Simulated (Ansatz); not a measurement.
Input file:

```yaml
crystal:
  periodic: [false, false, false]
  atoms:
    - {symbol: Br, position_ang: [0.000000, 0.000000, 0.000000]}
    - {symbol: Na, position_ang: [0.000000, 0.000000, 2.506800]}
basis:
  gaussian: {orbitals: 6-31G}
correlation: {active_space: {window: {electrons: 6, orbitals: 5}}}
```

```sh
$ ansatz run in.yaml --threads 1 --pin off --events-out ev --progress --plain --max-ram 2393MiB
```

Log:

```
394 factors; integrals over basis functions are off by at most 4.0e-4 eV
mean field evaluation 1: about -74394.6500 eV, gradient 1.3e1 eV
mean field evaluation 2: about -74394.6686 eV, gradient 1.3e1 eV
mean field evaluation 4: about -74395.3301 eV, gradient 7.3e-1 eV
mean field evaluation 8: about -74395.3359 eV, gradient 1.3e-3 eV
mean field -74395.33590080 eV, -2733.9781673847 hartree, gradient 1.4e-6 eV, S^2 0.000000; 0 other end points of the search recorded, 0 dependent functions left out
reference -74395.33590080 eV, -2733.9781673847 hartree; 23, 23 occupied and 19, 19 virtual orbitals, 394 factors
state -74395.70354039 eV, -2733.9916778902 hartree
Total energy: -74395.70354039 eV, -2733.9916778902 hartree
```

Natural occupations: 1.9995 1.9905 1.9884 0.0119 0.0097.

Ran on 1 thread of Intel Xeon, shared host: 6.5 s wall, 0.1 GiB peak host memory.
